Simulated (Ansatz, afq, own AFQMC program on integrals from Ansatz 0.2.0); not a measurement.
Breaking Ge1–H2 in GeH₂, singlet

```yaml
atoms:
  - { symbol: Ge, position_ang: [-0.5707, 0.4056, -0.2640] }
  - { symbol: H, position_ang: [0.7845, 0.7455, 0.5100] }
  - { symbol: H, position_ang: [-0.2138, -1.1511, -0.2460] }
```

Products: GeH (doublet) and H (doublet), each relaxed with PBE0/def2-SVP like the molecule; electronic energies without zero-point terms. Determinants: RHF, UHF and UHF in that order.

Basis def2-TZVP. Only valence electrons are correlated. Ansatz 0.2.0 and our own AFQMC program on the same integrals; the CISD trial comes from CCSD amplitudes, and released means the phaseless constraint is let go. ± is one standard error of the sampling. No spin–orbit coupling. The errors of all members are added in quadrature.

No full CI on the walks' own integrals is used here; CCSDTQ serves as the reference and is uncertain by about the last step of the cluster series. Each member takes its own surest rung, up to full CI.

The best estimate is CCSD(T) at the basis-set limit (CBS: def2-TZVPP and def2-QZVPP, with their diffuse functions for anions and beside diffuse sets, CCSD(T) itself extrapolated) plus the step from CCSD(T) to CCSDTQ in def2-TZVP. Rows without CBS are in def2-TZVP; B2PLYP and the wave-function rows carry a basis error of their own. Core correlation and relativity beyond core potentials are missing, and ± holds the sampling alone.

Cautions: inner d shell frozen; no relativity below Rb; no spin-orbit coupling; GeH₂ (singlet): restricted determinant unstable towards unrestricted (UHF 35 meV lower, ⟨S²⟩ 0.25), the released energies have errors that jump between times, so the bars are unsure, so no released level is given (meV from the phaseless value at times in 1/Eh: 5 ± 7 at 0.24, 3 ± 5 at 0.51, -3.8 ± 1.2 at 0.99, -1 ± 4 at 1.62, -1 ± 5 at 2.40), though the last usable value meets CCSDTQ within the noise.

```
 level  bond energy (eV)
  PBE0             3.071
B2PLYP             3.103
 B3LYP             3.172
```

(1) From these cheaper values, estimate the bond energy at the level of the best estimate.

(1) 3.195 eV (best estimate, highest rung CCSDTQ).

| level | bond energy (eV) | error against the best estimate (eV) |
| --- | --- | --- |
| HF | 2.237 | -0.958 |
| MP2 | 2.924 | -0.271 |
| CCSD | 3.046 | -0.149 |
| CCSD(T) | 3.064 | -0.131 |
| CCSDT | 3.065 | -0.130 |
| CCSDT(Q) | 3.066 | -0.129 |
| ph-AFQMC/CISD | 3.068 ± 0.002 | -0.127 ± 0.002 |
| HF/CBS | 2.239 | -0.956 |
| MP2/CBS | 3.076 | -0.119 |
| CCSD(T)/CBS | 3.192 | -0.003 |
| PBE | 3.097 | -0.098 |
| r2SCAN | 3.113 | -0.082 |
| wB97M-V | 3.182 | -0.013 |
| surest rungs in def2-TZVP | 3.067 | -0.129 |

Correlation beyond CCSD(T) adds 0.003 eV. Going to the basis-set limit adds 0.129 eV at CCSD(T). The perturbative (T) step is worth +0.018 eV.

Best estimates are given only where the step beyond CCSD(T) is under 0.3 eV and no member's determinant is very poor (T1 over 0.05, or 0.07 for open shells, ⟨S²⟩ too high by 0.3, two states mixed), so the hardest cases are missing from such tables.

The functionals ran in a triple-zeta set and keep a basis error of their own, a few kJ/mol for each bond in atomization energies and more for double hybrids, so close places among them and the extrapolated levels can swap.

CCSDT and higher add their correlation energy to the determinant of the CCSD(T) run, since their own runs factorise the integrals more tightly (a shift of under 2 meV). Each member of a difference takes its own highest rung, so a best estimate needn't equal the limit plus the step of one row. A walk keeps the symmetry of its determinant, which the program's search chose and which needn't be the lowest solution, so a lower state of the same spin and another symmetry isn't excluded.
